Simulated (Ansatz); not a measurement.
## Rock-salt MgS

Method: PBEsol (Ansatz, a quantum-chemistry and plane-wave program, PAW).

Settings: plane-wave cutoff 500 eV, 10×10×10 k mesh, gaussian smearing 0.02 eV, scalar-relativistic PAW data made under PBE.

Cell (relaxed at this level):

```yaml
crystal:
  lattice:
    - [0.00000, 2.59083, 2.59083]
    - [2.59083, 0.00000, 2.59083]
    - [2.59083, 2.59083, 0.00000]
  atoms:
    - { symbol: Mg, position: [0.00000, 0.00000, 0.00000] }
    - { symbol: S, position: [0.50000, 0.50000, 0.50000] }
```

- band gap = 2.73 eV (on the SCF k mesh)

The computed numbers hold no vibrational or temperature effects.
